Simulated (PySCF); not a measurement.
# CH5BO: a tour of settings, part 2 of 2

PySCF 2.14.0. Atoms count from 0.

## Step 4: Ultraviolet spectrum: HSE06/def2-SVPD

The job: settings as JSON, then the geometry in Å.

```
{"job": {"kind": "uv", "xc": "HSE06", "basis": "def2-SVPD", "nstates": 6, "ntriplets": 2, "tda": false}, "charge": 0, "multiplicity": 1}
B      1.325739    -0.161484     0.225488
O      0.206409     0.499803     0.455938
C     -1.041987     0.184885    -0.105120
H      1.373560    -1.099386    -0.492814
H      2.273646     0.243594     0.781212
H     -1.399805     1.049009    -0.670288
H     -0.982722    -0.683114    -0.767771
H     -1.745782    -0.023895     0.704270
```

With the program's defaults for keys left out, this is: TDDFT HSE06/def2-SVPD, vertical, gas phase, core orbitals frozen in the response.

What it wrote:

```text
coarse grid: 6360 points
cycle   1  E = -140.8725981032  dE =  1.526e-01  |g| = 4.951e-01  |ddm| = 3.391e+00
cycle   2  E = -140.7670397837  dE =  1.056e-01  |g| = 8.863e-01  |ddm| = 1.086e+00
cycle   3  E = -140.9197711204  dE = -1.527e-01  |g| = 6.690e-02  |ddm| = 6.469e-01
cycle   4  E = -140.9207816960  dE = -1.011e-03  |g| = 1.470e-02  |ddm| = 1.027e-01
cycle   5  E = -140.9208443966  dE = -6.270e-05  |g| = 3.234e-03  |ddm| = 3.136e-02
cycle   6  E = -140.9208469114  dE = -2.515e-06  |g| = 8.438e-04  |ddm| = 4.645e-03
final grid: 60488 points
cycle   7  E = -140.9472459346  dE = -2.141e-05  |g| = 2.628e-03  |ddm| = 6.100e-02
cycle   8  E = -140.9472462181  dE = -2.835e-07  |g| = 2.504e-03  |ddm| = 8.013e-03
cycle   9  E = -140.9472479211  dE = -1.703e-06  |g| = 3.139e-04  |ddm| = 3.316e-03
cycle  10  E = -140.9472479305  dE = -9.394e-09  |g| = 1.091e-04  |ddm| = 4.739e-04
cycle  11  E = -140.9472479322  dE = -1.693e-09  |g| = 4.947e-05  |ddm| = 1.124e-04
cycle  12  E = -140.9472479328  dE = -5.316e-10  |g| = 8.203e-06  |ddm| = 5.005e-05
converged SCF energy = -140.9472479328

Static polarisability (au): isotropic 32.988, principal 27.035 31.369 40.561

Singlet excitations
state   eV       nm        f      main configurations
  1   6.3366    195.7   0.00002   H->L 0.99
  2   8.0768    153.5   0.05054   H->L+1 0.93
  3   8.1782    151.6   0.14267   H-1->L 0.93
  4   8.1873    151.4   0.00201   H-2->L 0.98
  5   8.8603    139.9   0.00610   H-1->L+1 0.97
  6   8.9368    138.7   0.01222   H->L+2 0.96

Triplet excitations (Tamm-Dancoff, eV): 5.6974 6.6296
```

Run time: 5.7 s. Hardware: 1 thread of Arm Neoverse V2, shared host; peak memory 0.44 GiB.

The orbitals next to the gap, with their largest atomic shares:

| orbital | eV | atoms |
| --- | --- | --- |
| HOMO−3 | -11.64 | B0 36 %, H3 22 %, H4 17 % |
| HOMO−2 | -9.84 | O1 24 %, C2 24 %, B0 18 % |
| HOMO−1 | -9.06 | O1 50 %, C2 20 %, B0 10 % |
| HOMO | -8.13 | O1 33 %, B0 28 %, H3 16 % |
| LUMO | -0.66 | B0 47 %, O1 26 %, H3 13 % |
| LUMO+1 | 0.39 | B0 39 %, C2 24 %, H5 8 % |
| LUMO+2 | 1.21 | B0 32 %, C2 19 %, H5 12 % |

With each of the 6 states as a Gaussian band of 0.4 eV half-width at 1/e, the curve within the window shown has maxima at 152 nm (ε 7,800) L/(mol cm). Beyond the last state computed it falls off for lack of states. The curve at chosen wavelengths:

```tsv
nm	ε (L/mol/cm)
134	390
137	736
140	1142
144	2743
147	5195
150	7394
153	7644
157	5059
160	2742
163	1184
166	418
170	79
173	19
176	4
179	1
183	0
186	0
189	1
192	1
196	1
199	1
202	1
205	0
209	0
212	0
215	0
```

Leading natural transition orbitals of singlet state 3: the hole lies on O1 45 %; H5, H7 about 17 % each; C2 9 %; the particle on B0 41 %; H3 22 %; H4 17 %.

Leading natural transition orbitals of singlet state 1: the hole lies on O1 29 %; H3, H4 about 27 % each; B0 10 %; the particle on B0 46 %; H3, H4 about 18 % each; O1 14 %.

Further results of this job:

```csv
property,computed
dipole moment (D),1.73
polarisability (Å³),4.89
HOMO–LUMO gap (eV),7.47
−ε(HOMO) (eV),8.13
```

## Step 5: J couplings: revPBE/pcSseg-0

Settings changed since step 4:

```diff
@@ -1,2 +1,2 @@
-{"job": {"kind": "uv", "xc": "HSE06", "basis": "def2-SVPD", "nstates": 6, "ntriplets": 2, "tda": false}, "charge": 0, "multiplicity": 1}
+{"job": {"kind": "j", "xc": "revPBE", "basis": "pcSseg-0"}, "charge": 0, "multiplicity": 1}
 B      1.325739    -0.161484     0.225488
```

Method: revPBE/pcSseg-0 indirect spin-spin coupling, non-relativistic, gas phase.

What it wrote:

```text
coarse grid: 6360 points
cycle   1  E = -140.8147740076  dE =  1.230e-01  |g| = 4.876e-01  |ddm| = 2.454e+00
cycle   2  E = -140.6167824170  dE =  1.980e-01  |g| = 1.116e+00  |ddm| = 1.643e+00
cycle   3  E = -140.8603046523  dE = -2.435e-01  |g| = 9.549e-02  |ddm| = 1.180e+00
cycle   4  E = -140.8630141151  dE = -2.709e-03  |g| = 2.277e-02  |ddm| = 1.330e-01
cycle   5  E = -140.8631900284  dE = -1.759e-04  |g| = 4.113e-03  |ddm| = 3.649e-02
cycle   6  E = -140.8631950185  dE = -4.990e-06  |g| = 3.030e-04  |ddm| = 6.528e-03
final grid: 60488 points
cycle   7  E = -140.8344009004  dE = -7.935e-06  |g| = 7.317e-03  |ddm| = 1.612e-02
cycle   8  E = -140.8343769972  dE =  2.390e-05  |g| = 1.345e-02  |ddm| = 1.514e-02
cycle   9  E = -140.8344121221  dE = -3.512e-05  |g| = 2.188e-03  |ddm| = 1.024e-02
cycle  10  E = -140.8344132128  dE = -1.091e-06  |g| = 2.423e-04  |ddm| = 2.592e-03
cycle  11  E = -140.8344132293  dE = -1.650e-08  |g| = 3.501e-05  |ddm| = 2.775e-04
cycle  12  E = -140.8344132296  dE = -3.922e-10  |g| = 4.696e-06  |ddm| = 5.252e-05
converged SCF energy = -140.8344132296

Indirect spin-spin couplings (Hz)
  i      j    bonds     total        FC       PSO       DSO        SD
  0 B    1 O    1    -15.754   -23.084     7.880    -0.098    -0.452
  0 B    2 C    2     -4.255    -3.735    -0.375    -0.167     0.023
  0 B    3 H    1    153.987   153.967    -1.070     0.813     0.276
  0 B    4 H    1    170.648   170.454    -0.917     0.789     0.323
  0 B    5 H    3      4.482     5.129     0.097    -0.747     0.003
  0 B    6 H    3      4.881     5.338    -0.292    -0.109    -0.055
  0 B    7 H    3      4.455     5.102     0.096    -0.745     0.003
  1 O    2 C    1     24.903    27.492    -1.011    -0.109    -1.469
  1 O    3 H    2      4.757     3.049     1.585     0.186    -0.063
  1 O    4 H    2    -17.299   -18.689     1.249     0.127     0.013
  1 O    5 H    2     -4.367    -4.039    -0.584     0.130     0.126
  1 O    6 H    2     -0.614    -0.549    -0.323     0.175     0.082
  1 O    7 H    2     -4.320    -3.993    -0.583     0.129     0.127
  2 C    3 H    3     10.786    10.998    -0.064    -0.109    -0.040
  2 C    4 H    3     13.888    14.291     0.098    -0.567     0.067
  2 C    5 H    1    151.693   150.601     0.605     0.755    -0.267
  2 C    6 H    1    139.349   138.265     0.578     0.776    -0.269
  2 C    7 H    1    151.601   150.508     0.605     0.755    -0.267
  3 H    4 H    2      5.445     6.601     0.707    -2.025     0.161
  3 H    5 H    4     -1.774    -0.829     0.426    -1.367    -0.004
  3 H    6 H    4      0.339    -0.276    -0.611     1.204     0.022
  3 H    7 H    4     -1.775    -0.833     0.424    -1.363    -0.004
  4 H    5 H    4     -2.255    -1.093     0.528    -1.699     0.009
  4 H    6 H    4     -1.554    -0.411     0.492    -1.638     0.004
  4 H    7 H    4     -2.260    -1.099     0.527    -1.697     0.009
  5 H    6 H    2    -10.810    -9.914     1.068    -2.516     0.552
  5 H    7 H    2    -12.444   -11.612     1.143    -2.534     0.559
  6 H    7 H    2    -10.820    -9.924     1.068    -2.516     0.552
```

Wall time 1.7 s (1 thread of Arm Neoverse V2, shared host).

This basis has no tight s functions, so the Fermi-contact terms are rough.

Key values: J(B0,H3) 162.3 Hz, J(C2,H5) 147.5 Hz, J(O1,C2) 24.9 Hz (means over like pairs).

## Step 6: Excited states and response: B3LYP/6-31G*

Settings changed since step 5:

```diff
@@ -1,2 +1,2 @@
-{"job": {"kind": "j", "xc": "revPBE", "basis": "pcSseg-0"}, "charge": 0, "multiplicity": 1}
+{"job": {"kind": "uv", "xc": "B3LYP", "basis": "6-31G*", "nstates": 12, "ntriplets": 2, "tda": true, "scf": {"conv": 1e-15, "max_cycle": 75}}, "charge": 0, "multiplicity": 1}
 B      1.325739    -0.161484     0.225488
```

Level: TDA B3LYP/6-31G*, vertical, gas phase, core orbitals frozen in the response.

What it wrote:

```text
final grid: 60488 points
cycle   1  E = -141.1476354284  dE =  1.716e-01  |g| = 5.606e-01  |ddm| = 2.359e+00
cycle   2  E = -141.0159868473  dE =  1.316e-01  |g| = 9.980e-01  |ddm| = 1.213e+00
cycle   3  E = -141.2082411689  dE = -1.923e-01  |g| = 6.980e-02  |ddm| = 8.292e-01
cycle   4  E = -141.2094087066  dE = -1.168e-03  |g| = 1.490e-02  |ddm| = 7.168e-02
cycle   5  E = -141.2094739579  dE = -6.525e-05  |g| = 2.557e-03  |ddm| = 1.819e-02
cycle   6  E = -141.2094756024  dE = -1.644e-06  |g| = 4.850e-04  |ddm| = 2.880e-03
cycle   7  E = -141.2094756607  dE = -5.829e-08  |g| = 1.678e-04  |ddm| = 5.841e-04
cycle   8  E = -141.2094756674  dE = -6.698e-09  |g| = 1.626e-05  |ddm| = 1.315e-04
cycle   9  E = -141.2094756675  dE = -6.889e-11  |g| = 1.744e-06  |ddm| = 1.749e-05
cycle  10  E = -141.2094756675  dE = -1.364e-12  |g| = 2.818e-07  |ddm| = 2.500e-06
cycle  11  E = -141.2094756675  dE = -2.842e-13  |g| = 5.644e-08  |ddm| = 3.878e-07
cycle  12  E = -141.2094756675  dE =  5.684e-14  |g| = 4.752e-09  |ddm| = 5.666e-08
cycle  13  E = -141.2094756675  dE =  1.705e-13  |g| = 3.079e-09  |ddm| = 2.660e-09
cycle  14  E = -141.2094756675  dE = -2.842e-13  |g| = 3.036e-09  |ddm| = 1.399e-09
cycle  15  E = -141.2094756675  dE =  3.411e-13  |g| = 3.338e-09  |ddm| = 1.378e-09
cycle  16  E = -141.2094756675  dE =  5.684e-14  |g| = 8.052e-09  |ddm| = 5.609e-09
cycle  17  E = -141.2094756675  dE =  0.000e+00  |g| = 7.318e-09  |ddm| = 2.293e-09
converged SCF energy = -141.2094756675

Static polarisability (au): isotropic 26.458, principal 19.568 24.954 34.853

Singlet excitations
state   eV       nm        f      main configurations
  1   6.6178    187.3   0.00030   H->L 1.00
  2   8.4365    147.0   0.00042   H-2->L 0.99
  3   8.8005    140.9   0.22582   H-1->L 0.94
  4   9.7539    127.1   0.01271   H->L+1 0.95
  5  10.4141    119.1   0.03428   H-1->L+1 0.92
  6  10.7141    115.7   0.07233   H->L+2 0.94
  7  10.7248    115.6   0.06813   H-3->L 0.89
  8  11.2520    110.2   0.10236   H-2->L+1 0.48, H->L+3 0.46
  9  11.2724    110.0   0.02181   H->L+4 0.54, H-1->L+2 0.41
 10  11.4055    108.7   0.04348   H-1->L+2 0.49, H->L+4 0.43
 11  11.4197    108.6   0.10938   H->L+3 0.50, H-2->L+1 0.46
 12  11.6429    106.5   0.00004   H-5->L 0.93

Triplet excitations (Tamm-Dancoff, eV): 6.0620 6.7683
```

Run time: 1.9 s. Hardware: 1 thread of Arm Neoverse V2, shared host.

Despite a needlessly tight threshold, the SCF converged in 17 cycles.

This run: HOMO -8.06 eV, LUMO 0.15 eV; lowest singlet 6.62 eV.

## Step 7: Run by run: spin-spin couplings

Couplings (Hz), each a mean over the pairs like the one named, with basis size and wall time:

| run | C2–H5 | B0–H3 | O1–C2 | B0–O1 | H5–H6 | C2–H3 | H3–H4 | functions | time |
| --- | --- | --- | --- | --- | --- | --- | --- | --- | --- |
| PBE0/aug-cc-pVDZ | 151.1 | 127.5 | 4.2 | -9.2 | -11.3 | 8.3 | 11.0 | 114 | 5.5 s |
| revPBE/pcSseg-0 | 147.5 | 162.3 | 24.9 | -15.8 | -11.4 | 12.3 | 5.4 | 37 | 1.7 s |

## Step 8: Side by side: electronic excitations

Excitations and ground-state properties, with basis size and wall time:

| run | lowest singlet (eV) | brightest (eV) | f | gap (eV) | α (Å³) | μ (D) | functions | time |
| --- | --- | --- | --- | --- | --- | --- | --- | --- |
| HSE06/def2-SVPD | 6.34 | 8.18 | 0.143 | 7.47 | 4.89 | 1.73 | 103 | 5.7 s |
| B3LYP/6-31G* | 6.62 | 8.80 | 0.226 | 8.21 | 3.92 | 1.83 | 52 | 1.9 s |

## Step 9: Summary of results

The summary covers parts 1 to 2.

| quantity | value |
| --- | --- |
| largest coupling of the table (PBE0/aug-cc-pVDZ) | ¹J(C,H) C2–H5, 151.1 Hz (mean over like pairs) |
| ¹³C shifts against TMS (LDA/pcSseg-1) | 69.0 ppm |
| ¹H shifts against TMS (LDA/pcSseg-1, means over atoms taken as alike) | 5.34, 4.49 ppm |
| ¹¹B shifts against BF3·OEt2 (LDA/pcSseg-1) | 48.6 ppm |
| ¹⁷O shifts against H2O (LDA/pcSseg-1) | 248.3 ppm |
| potential on the surface of density 0.002 e/bohr³, 1st and 99th percentile | -1.14 V and 1.01 V |
| lowest singlet (HSE06/def2-SVPD) | 6.34 eV (196 nm), f = 0.000 |
| brightest single state of those computed | state 3, 8.18 eV, f = 0.143 |
| lowest triplet | 5.70 eV |
| range of J(C2,H5), mean over like pairs | 147.5 to 151.1 Hz |
| range of the lowest singlet | 6.34 to 6.62 eV |

What this shows: Single values in the summary come from the first sound run of each kind (PBE0/aug-cc-pVDZ; LDA/pcSseg-1; HSE06/def2-SVPD), which need not be the best level. In the run at PBE0/aug-cc-pVDZ, the largest coupling of the table is C2–H5 (mean over like pairs), 151.1 Hz, of which the Fermi-contact term gives 150.3 Hz. At LDA/pcSseg-1: Shielding is most anisotropic at O1 (span 540 ppm, paramagnetic term -297 ppm). By nearest atom (LDA/pcSseg-1), the HOMO sits on O1 32 %; H3, H4 about 25 % each and the LUMO on B0 48 %; O1 18 %. The lowest singlet, at 6.34 eV, is HOMO→LUMO 0.99 and is dark; of the 6 states computed, the strongest absorption comes from state 3 at 8.18 eV. The lowest triplet lies 0.64 eV below the lowest singlet (triplets in Tamm-Dancoff, singlets in full TDDFT). At HSE06/def2-SVPD, states above −ε(HOMO) (8.13 eV) lie where TDDFT describes them poorly and they hang on the basis; the brightest is among them. The coupling C2–H5, as a mean over pairs of its kind, runs from 147.5 Hz (revPBE/pcSseg-0) to 151.1 Hz (PBE0/aug-cc-pVDZ). The lowest singlet runs from 6.34 eV (HSE06/def2-SVPD) to 6.62 eV (B3LYP/6-31G*), while the orbital gap spans 7.47 to 8.21 eV. Some runs use the Tamm-Dancoff approximation and others full TDDFT, which shifts states apart from functional and basis. The lowest state need not be the same one in every run. The runs solved for a few states only, so the brightest column depends on that window. Couplings from bases without tight functions are rough.
